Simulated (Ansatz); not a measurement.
Two structures of SiH₃O, doublet, reached by relaxing down either side of one saddle point (PBE0-D4/def2-TZVP). Energies are electronic, without zero-point energy. Ansatz 0.2.0; basis: def2-TZVPP and def2-QZVPP; cores frozen in the correlated methods; orbitals are unrestricted. Extrapolation: Hartree–Fock as exp(−7.88 √X), correlation as X^−2.97. First:

```csv
atom,x (Å),y (Å),z (Å)
H1,-1.4404,-0.2208,0.1378
Si2,0.0231,0.0543,0.0252
O3,0.5231,-1.2966,-0.7940
H4,0.6361,0.1596,1.3742
H5,0.2582,1.3036,-0.7432
```

Second:

```xyz
5
angstrom
H -1.0532 -1.1077 -0.8411
Si -0.0241 0.4874 0.3838
O -0.4230 -1.0338 -0.1227
H 1.0966 0.3075 1.3452
H 0.4039 1.3468 -0.7650
```

(1) Which bonds change from the first to the second?

(2) Give the saddle point's structure and its height above each. (To be estimated.)

The T1 diagnostic stays at or below 0.029. ⟨S²⟩ of the unrestricted Hartree–Fock references: 0.75 to 0.79 (a pure state has 0.75).

Answers

(1) SiH₃O ([O][SiH3]) → SiH₃O ([OH][SiH2]); bonds formed: H1–O3; bonds broken: H1–Si2.

(2) The calculation gives: 0.811 eV above the first and 2.067 eV above the second (CCSD(T) at an estimated basis limit (MP2 extrapolated from triple and quadruple zeta, plus CCSD(T) − MP2 in triple zeta)).
H1  (-1.195, -0.674, -0.148)
Si2  (0.098, 0.197, 0.088)
O3  (-0.007, -1.229, -0.662)
H4  (0.741, 0.279, 1.426)
H5  (0.363, 1.427, -0.704)
(Å)

Labels in which every atom is bracketed show which atoms are joined, not bond orders.

For scale, one of the runs: CCSD(T)/def2-TZVPP, 115 basis functions, launched by `ansatz run in.yaml --threads 2 --pin off --events-out ev --progress --plain --max-ram 4352MiB`. Hardware: 2 CPU threads of an Arm Neoverse V1, shared host. Wall time 15 s; peak host memory 0.89 GiB.
